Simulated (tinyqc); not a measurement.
Ways to converge the cycle: SCF convergence aids in the sto-6g basis, for BH, spin multiplicity 3. Computed by the program tinyqc with PySCF. 

Geometry (angstrom):

| atom | x | y | z |
|---|---|---|---|
| B | 0.0000 | 0.0000 | 0.0000 |
| H | 0.0000 | 0.0000 | 2.4430 |

lowest solution found by these runs and by PySCF with stability checks = -24.866575 hartree

UHF with one setting changed at a time; a run stops when the energy changes by less than 1e-09 hartree and the error matrix is below 1e-5. The start is the Wolfsberg-Helmholz matrix. Damping d keeps d of the old density; a shift (hartree) raises the virtual levels; DIIS n extrapolates F over n matrices.

Largest element of the error matrix X^T (FDS - SDF) X:

| iteration | plain | damping 0.3 | damping 0.6 | shift 0.4 | DIIS 3 | DIIS 8 |
|---|---|---|---|---|---|---|
| 1 | 1.6e-01 | 1.6e-01 | 1.6e-01 | 1.6e-01 | 1.6e-01 | 1.6e-01 |
| 2 | 1.0e-01 | 9.1e-02 | 1.2e-01 | 9.5e-02 | 1.0e-01 | 1.0e-01 |
| 3 | 2.0e-01 | 9.7e-02 | 8.5e-02 | 8.1e-02 | 1.8e-01 | 1.8e-01 |
| 4 | 1.5e-01 | 8.7e-02 | 8.4e-02 | 1.3e-01 | 1.3e-01 | 1.3e-01 |
| 5 | 2.1e-01 | 5.7e-02 | 9.9e-02 | 1.5e-01 | 3.4e-02 | 3.2e-02 |
| 6 | 1.2e-01 | 3.3e-02 | 9.7e-02 | 1.3e-01 | 1.9e-02 | 1.9e-02 |
| 8 | 3.7e-02 | 9.0e-03 | 6.9e-02 | 6.1e-02 | 3.2e-03 | 3.8e-03 |
| 10 | 6.5e-03 | 2.5e-03 | 4.1e-02 | 3.2e-02 | 1.5e-05 | 1.1e-05 |
| 14 | 2.3e-04 | 3.2e-04 | 1.2e-02 | 8.0e-03 | - | - |
| 20 | 1.3e-04 | 3.2e-05 | 2.3e-03 | 9.7e-04 | - | - |
| 30 | 5.9e-05 | - | 3.1e-04 | 2.8e-05 | - | - |
| 45 | 1.7e-05 | - | 1.6e-05 | - | - | - |

How each run ends:

| run | iterations | E (hartree) | state |
|---|---|---|---|
| plain | 53 | -24.866575 | lowest found |
| damping 0.3 | 24 | -24.800496 | higher |
| damping 0.6 | 48 | -24.800496 | higher |
| shift 0.4 | 34 | -24.800496 | higher |
| DIIS 3 | 11 | -24.800496 | higher |
| DIIS 8 | 11 | -24.800496 | higher |

1 of 6 runs reach the lowest solution found, in 53 to 53 iterations (fastest: plain). Ending on a higher stationary point: damping 0.3, damping 0.6, shift 0.4, DIIS 3, DIIS 8; a small error matrix cannot reveal that, and an occupation fixed by the start is kept by symmetry or by the shape of the basin. DIIS minimises the error, not the energy, so it can stall or settle near a saddle, and its small system turns near-singular when few rotations are active.
